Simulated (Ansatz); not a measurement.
## Energy on a grid of two coordinates

CH₆AlS (SMILES [AlH2][CH2][SH2+]) (charge +1), singlet, PBE0-D4/def2-TZVP minimum:

```xyz
9
angstrom
Al -0.8304 0.7258 -1.2770
C 0.6172 0.2427 0.0652
S 0.3800 -1.3581 0.7995
H -2.0595 -0.2541 -1.1790
H -0.5176 1.9891 -2.1436
H 1.5869 0.1813 -0.4379
H 0.6760 1.0097 0.8411
H -0.8567 -1.2437 1.3307
H 1.0041 -1.2928 2.0009
```

Rows set the angle H6–C2–H7 (°; 108.6 at the minimum), columns the dihedral angle H4–Al1–C2–S3 (°; 12.9), set in this order; the parts move rigidly, in a bend the first-named atom's side turns in the plane, and in a torsion the whole end group turns. CCSD(T) energies count from the value at that structure, in kJ/mol. Ansatz 0.2.0; basis: def2-TZVPP; cores frozen in the correlated methods.

```csv
H6–C2–H7 \ H4–Al1–C2–S3,35.8,71.8,107.8,143.8,179.8
84.6,44.2,56.7,61.3,51.8,42.3
92.6,20.9,32.1,36.7,28.7,19.8
100.6,6.9,16.7,21.1,14.3,6.2
108.6,?,10.8,14.6,8.7,1.6
116.6,6.9,14.3,17.4,12.1,5.9
124.6,21.0,27.6,29.6,24.6,19.5
132.6,44.8,50.6,51.4,?,42.2
```

Task: Fill in the withheld cells. (To be estimated.)

Result: Computed: (108.6, 35.8): 2.2; (132.6, 143.8): 46.2 kJ/mol. These count from the CCSD(T) energy at the PBE0-D4 minimum.

The same grid for a cheaper method: PBE-D4 − CCSD(T), both counted from the minimum, in kJ/mol:
```csv
H6–C2–H7 \ H4–Al1–C2–S3,35.8,71.8,107.8,143.8,179.8
84.6,-1.7,-2.0,-2.3,-2.3,-2.0
92.6,-0.7,-1.0,-1.2,-1.2,-0.9
100.6,-0.2,-0.5,-0.6,-0.6,-0.3
108.6,-0.2,-0.5,-0.6,-0.5,-0.2
116.6,-0.6,-1.0,-1.0,-0.9,-0.7
124.6,-1.7,-2.1,-2.1,-2.0,-1.7
132.6,-3.5,-3.9,-3.9,-3.7,-3.4
```

T1 diagnostic: at most 0.011.

For scale, one of the runs: CCSD(T)/def2-TZVPP, 199 basis functions, launched by `ansatz run in.yaml --threads 2 --pin off --events-out ev --progress --plain --max-ram 4352MiB`. Time: 50 s of wall clock on 2 CPU threads of an Intel Xeon Platinum 8259CL; the host was shared. Peak host memory: 2.2 GiB.
